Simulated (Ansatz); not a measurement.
Geometry optimisation, Ansatz 0.2.0, RKS r2SCAN-D4/6-31G*.

input.yaml

```yaml
crystal:
  periodic: [false, false, false]
  atoms:
    - { symbol: B, position_ang: [0.14485, 0.493966, -0.357152] }
    - { symbol: "N", position_ang: [-0.267244, -0.070353, 2.27749] }
    - { symbol: H, position_ang: [-1.025773, -0.678078, 2.573057] }
    - { symbol: H, position_ang: [0.595115, -0.381971, 2.717506] }
    - { symbol: H, position_ang: [1.257668, 0.047936, -0.419408] }
    - { symbol: H, position_ang: [-0.742071, -0.150511, -0.84429] }
    - { symbol: Si, position_ang: [-0.172538, 2.298803, 0.359758] }
    - { symbol: H, position_ang: [-1.534794, 2.479362, 0.972103] }
    - { symbol: H, position_ang: [0.800821, 2.666126, 1.44021] }
    - { symbol: H, position_ang: [-0.052821, 3.377011, -0.681667] }
    - { symbol: H, position_ang: [-0.462113, 0.890709, 2.609293] }
basis:
  gaussian: { orbitals: "6-31G*" }
hamiltonian:
  xc: r2scan
  dispersion: d4
relax:
  f_tol: 0.03
  max_steps: 50
output:
  orbitals: {}
```

Command:

```bash
$ ansatz run input.yaml --threads 1 --pin off --max-ram 2048MiB --backend cpu --events-out ev --progress --plain --runs-dir out
```

**Question.** Where does it end, and by what steps?

**Answer.** The run converged. The force dipped under the threshold on the way, but the program's further checks kept it going. After 16 steps the energy has fallen by 1.257 eV; H3 moved furthest, 1.16 Å. Joined: B1–N2 (2.73 → 1.65 Å).

```json
{"step": "0", "energy less start (eV)": "0.0000", "largest force component (eV/Å)": "0.860", "accepted": "yes"}
{"step": "1", "energy less start (eV)": "-0.2335", "largest force component (eV/Å)": "0.720", "accepted": "yes"}
{"step": "2", "energy less start (eV)": "-0.5850", "largest force component (eV/Å)": "0.941", "accepted": "yes"}
{"step": "3", "energy less start (eV)": "-0.9866", "largest force component (eV/Å)": "0.932", "accepted": "yes"}
{"step": "4", "energy less start (eV)": "-0.9755", "largest force component (eV/Å)": "2.372", "accepted": "no"}
{"step": "5", "energy less start (eV)": "-1.0878", "largest force component (eV/Å)": "0.327", "accepted": "yes"}
{"step": "6", "energy less start (eV)": "-1.1266", "largest force component (eV/Å)": "0.156", "accepted": "yes"}
{"step": "7", "energy less start (eV)": "-1.1550", "largest force component (eV/Å)": "0.138", "accepted": "yes"}
{"step": "8", "energy less start (eV)": "-1.1700", "largest force component (eV/Å)": "0.690", "accepted": "yes"}
{"step": "9", "energy less start (eV)": "-1.2268", "largest force component (eV/Å)": "0.132", "accepted": "yes"}
{"step": "10", "energy less start (eV)": "-1.1765", "largest force component (eV/Å)": "0.510", "accepted": "no"}
{"step": "11", "energy less start (eV)": "-1.2427", "largest force component (eV/Å)": "0.069", "accepted": "yes"}
{"step": "12", "energy less start (eV)": "-1.2517", "largest force component (eV/Å)": "0.067", "accepted": "yes"}
{"step": "13", "energy less start (eV)": "-1.2564", "largest force component (eV/Å)": "0.007", "accepted": "yes"}
{"step": "14", "energy less start (eV)": "-1.2568", "largest force component (eV/Å)": "0.048", "accepted": "yes"}
{"step": "15", "energy less start (eV)": "-1.2561", "largest force component (eV/Å)": "0.157", "accepted": "no"}
{"step": "16", "energy less start (eV)": "-1.2569", "largest force component (eV/Å)": "0.001", "accepted": "yes"}
```

```xyz
11
Properties=species:S:1:pos:R:3
B -0.074 0.424 0.369
N -0.215 -0.152 1.909
H -0.208 -1.174 1.919
H 0.554 0.167 2.501
H 0.979 -0.018 -0.038
H -1.029 -0.030 -0.226
Si -0.091 2.447 0.441
H -1.340 3.029 1.051
H 1.015 3.038 1.277
H 0.035 3.088 -0.904
H -1.085 0.154 2.347
```

Whether the end is a true minimum wasn't checked by a vibrational analysis.

The run took 24 s on 1 thread of AMD EPYC 9R45 96-Core Processor (Zen 5), with other jobs on the host, peak memory 0.16 GiB.
